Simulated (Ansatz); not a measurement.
We consider hcp Co, described by r²SCAN-D4 (Ansatz, a program for electronic structure, PAW).

Settings: plane-wave cutoff 500 eV, 36×36×18 k mesh (along the axes of the cell as run), Fermi–Dirac smearing 0.1 eV, spin-polarised with parallel moments, scalar-relativistic PAW data made under PBE.

Computed at the level's own relaxed cell.

Q: Estimate the equilibrium volume per atom, equilibrium lattice constant a, lattice parameter c and magnetic moment per atom (the cell's total over its atoms) that the calculation returns.

A: 
- equilibrium volume per atom: 10.55 Å³/atom
- equilibrium lattice constant a: 2.464 Å
- lattice parameter c: 4.011 Å
- magnetic moment per atom (the cell's total over its atoms): 1.74 μB

Measured, for comparison: lattice constant a 2.507 Å, lattice parameter c 4.07 Å (293 K, no zero-point or thermal correction; as tabulated in Wikipedia's data pages). Computed (rounded) less measured: lattice constant a -1.7 %, lattice parameter c -1.4 %. A static lattice is as a rule a little smaller and stiffer than an uncorrected measurement, which narrows the difference in the lattice constant a, lattice parameter c and would widen misses of the other sign.

Moments are spin moments.

Computed values are for the static lattice.
